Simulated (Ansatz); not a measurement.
Relaxation of Cl₂H₂Si (5 atoms, charge 0, multiplicity 1), to a largest force component of 0.02 eV/Å in at most 40 steps.

Level of theory: RKS PBE0-D4/def2-SVP (Ansatz).

```xyz
5
Properties=species:S:1:pos:R:3:forces:R:3
Si 0.000 0.000 0.000 0.71 -1.20 -0.97
H 0.000 0.000 1.460 0.10 -0.17 0.45
Cl 2.009 0.000 -0.709 -1.24 -0.01 0.43
H -0.688 1.191 -0.486 -0.19 0.33 -0.34
Cl -1.003 -1.738 -0.709 0.62 1.05 0.43
```

Task: Where does it end, and by what steps?

Result: It converged. After 2 steps the energy has fallen by 0.120 eV; Cl3 moved furthest, 0.07 Å.

```json
{"step": "0", "energy less start (eV)": "0.0000", "largest force component (eV/Å)": "1.241", "accepted": "yes"}
{"step": "1", "energy less start (eV)": "-0.1147", "largest force component (eV/Å)": "0.314", "accepted": "yes"}
{"step": "2", "energy less start (eV)": "-0.1197", "largest force component (eV/Å)": "0.016", "accepted": "yes"}
```

```xyz
5
Properties=species:S:1:pos:R:3
Si 0.006 -0.010 -0.008
H 0.027 -0.046 1.474
Cl 1.946 0.004 -0.685
H -0.686 1.188 -0.541
Cl -0.975 -1.683 -0.685
```

Whether the end is a true minimum wasn't checked by a vibrational analysis.

The run took 6 s on 1 thread of Arm Neoverse V2, on a shared host, peak memory 0.12 GiB.
